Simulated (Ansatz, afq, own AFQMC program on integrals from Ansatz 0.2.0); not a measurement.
AFQMC on a folder of integrals that Ansatz 0.2.0 wrote.

```yaml
crystal:
  periodic: [false, false, false]
  atoms:
    - {symbol: Cl, position_ang: [-1.421177, 0.022748, 0.000000]}
    - {symbol: H, position_ang: [0.036823, 0.022748, 0.000000]}
    - {symbol: Si, position_ang: [1.716823, 0.022748, 0.000000]}
    - {symbol: H, position_ang: [2.113257, -1.456765, 0.000000]}
basis:
  gaussian: {orbitals: cc-pVTZ}
magnetization: {spin_polarized: true, initial_magnetization: 1}
correlation: {method: ccsd_t, electrons: outside_noble_gas, hamiltonian_folder: ham}
```

```sh
$ ansatz run in.yaml --threads 1 --pin off --events-out ev --progress --plain --max-ram 16896MiB --backend cuda --devices 0, --max-vram 18GiB
```

Options of the walk:

```
--method phaseless --trial cisd --walkers 1500 --populations 20 --least-time 60 --time-step 0.005 --steps-per-block 50 --equilibration-blocks 28 --max-blocks 4000 --target-error 0.00021 --factor-cut 1e-05 --start spin_pure --seed 9791 --release-times 0.24,0.51,0.99,1.62,2.4 --release-step 0.03 --release-every 3 --taylor-order 6
```

Times are imaginary, in 1/Eh. The walk had a cap of 239 s. With eight or more populations the least sampling time is a fifth of least-time, and the error comes from their spread.

```
orbitals 86  electrons 7 6  factors 547 of 561
reference energy -749.51449383 Eh
CCSD correlation -0.33892896 Eh in 13 cycles, weight of the determinant in the CISD state 0.8419
energy of the start -749.850440 Eh
 block  time / (1/Eh)  mean weight  energy / Eh
     1     0.250  0.9997  -749.846365
     2     0.500  0.9999  -749.850755
     3     0.750  0.9998  -749.855454
     4     1.000  0.9994  -749.858395
     5     1.250  1.0003  -749.860929
    10     2.500  0.9997  -749.865869
    29     7.250  0.9999  -749.868191
    49    12.250  0.9998  -749.867430
    69    17.250  0.9999  -749.867672
    89    22.250  1.0007  -749.869749
   105    26.250  1.0005  -749.870766
   109    27.250  0.9997  -749.866753
   129    32.250  1.0000  -749.867793
   133    33.250  0.9993  -749.866255
   149    37.250  0.9997  -749.866319
   169    42.250  1.0003  -749.867241
   177    44.250  1.0002  -749.868629
error from the spread of 20 populations
released: time / (1/Eh)  energy / Eh  error  mean overlap
  0.24  -749.868411  0.000178  0.9969
  0.51  -749.868959  0.000241  0.9938
  0.99  -749.869005  0.000169  0.9860
  1.62  -749.868828  0.000219  0.9852
  2.40  -749.868812  0.000313  0.9755
energy -749.868286 +/- 0.000207 Eh
(rows thinned)
```

**Question.** Estimate how long the walk took on 1 × NVIDIA H100 80GB HBM3 with 2 threads of AMD EPYC 7R13 Processor (Zen 3), with other jobs on the host (the card was shared).

**Answer.** 2.5 min of wall time.

The run passed its tests (sampling time, drift between the halves within three errors, error under three times the target), which doesn't prove that it has relaxed. The second half of the sampling lies above the first by 2.1 errors of their difference, so the energy may still be moving and its error bar be too small.

Against this walk (error 5.6 meV) on the same determinant: CCSD(T) 40.3 meV higher, CCSDT(Q) 17.0 meV lower. The error is statistical and leaves out the bias of the constraint. Released to 2.40 1/Eh the energy moves by -14 ± 10 meV (both errors), within twice the noise.

Cautions: constraint bias not in the error; an unrestricted solution with more broken spin lies lower (12 meV, ⟨S²⟩ 0.94).

CCSDT and higher add their correlation energy to the determinant of the CCSD(T) run, since their own runs factorise the integrals more tightly (a shift of under 2 meV). A walk keeps the symmetry of its determinant, which the program's search chose and which needn't be the lowest solution, so a lower state of the same spin and another symmetry isn't excluded.
